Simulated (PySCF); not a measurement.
Gas-phase reaction: 5 HCOOH + 2 CH3 ⇌ 3 CO2 + 4 CH3OH, at 1000 K and a standard pressure of 1 bar. Level: HF/6-31G*.

Energies from PySCF, thermal terms from the rigid-rotor harmonic-oscillator model, ideal gas at 1 bar. 6-31G* has spherical d functions here. Open shells (unrestricted): CH3 (multiplicity 2); the rest are closed-shell singlets. The harmonic model lacks anharmonicity and excited electronic states, which grow with temperature; levels with a mode under 35 cm⁻¹ are left out. Internal rotation in HCOOH, CH3OH is treated as a harmonic vibration of one conformer, which makes the entropy rough.

| species | E (Ha) | H(1000 K) − E (kJ/mol) | S°(1000 K) (J/mol/K) |
|---|---|---|---|
| HCOOH | -188.76054 | 152.7 | 319.9 |
| CH3 | -39.55875 | 126.6 | 254.8 |
| CO2 | -187.63309 | 75.0 | 266.1 |
| CH3OH | -115.03419 | 203.7 | 313.0 |
E: electronic energy; H − E holds the zero-point and thermal terms. 1 Ha = 2625.5 kJ/mol.

Work out ΔH°, ΔS°, ΔG° and log10 K from these numbers.

1. ΔE = 3×(-187.63309) + 4×(-115.03419) − 5×(-188.76054) − 2×(-39.55875) = -0.11583 Ha = -304.1 kJ.
2. Δ(H − E) = 3×(75.0) + 4×(203.7) − 5×(152.7) − 2×(126.6) = 23.1 kJ, so ΔH° = -281.0 kJ.
3. ΔS° = 3×(266.1) + 4×(313.0) − 5×(319.9) − 2×(254.8) = -58.8 J/K; the number of gas molecules stays the same.
4. ΔG° = ΔH° − TΔS° = -281.0 − 1000×(-58.8)/1000 = -222.2 kJ.
5. log10 K = −ΔG°/(RT ln 10) = 11.61, with RT ln 10 = 19.14 kJ/mol; at standard pressures the products are favoured.
6. A shift of 10 kJ in ΔE would move log10 K by 0.52 here.
For scale, ΔH°(298 K) is -275 kJ at this level, -371 kJ at ωB97M-V/def2-TZVP†, and runs from -719 to -275 kJ over the 20 levels computed († marks an energy on the PBE0/def2-TZVP geometry); the NASA 1993 table gives -385 kJ (entries not checked at source).
